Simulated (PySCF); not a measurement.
C2H6F2N (charge +1).
SMILES: `FC(F)C[NH3+]`

Computed with MP2 and CCSD/aug-cc-pVDZ in PySCF, restricted Hartree–Fock reference, frozen core, non-relativistic, gas phase, PBE0-D3(BJ)/def2-SVP geometry.

E(HF) = -332.36662 Eh.

Problem. How large is the problem?

Solution. 169 basis functions and 42 electrons; 5 orbitals frozen, which leaves o = 16 correlated occupied and v = 148 virtual orbitals. That is o·v = 2368 singles and o·v(o·v + 1)/2 = 2804896 distinct closed-shell doubles amplitudes before symmetry; the costliest CCSD step grows as o²v⁴ = 1.2 × 10^11.

Problem. What are the MP2 and CCSD correlation energies?

Solution. MP2 -0.8691 Eh and CCSD -0.9077 Eh, which gives totals of -333.23575 and -333.27431 Eh. That is 0.772 eV for each correlated electron at CCSD (2383 kJ/mol in all, 0.272 % of the total energy); MP2 gives 95.8 % of the CCSD value.

Problem. What is the T1 diagnostic?

Solution. 0.0116, below the customary warning level of 0.02. It is the norm of the spatial-orbital singles amplitudes over the root of the number of correlated electrons, so the norm is 0.066.

No triples correction and no basis-set extrapolation were made.

Shape of the structure used: `[NH3+:1][CH2:2][CH:3]([F:4])[F:5]`: N1–C2–C3–F4 -58°.

One conformer stands for the species.
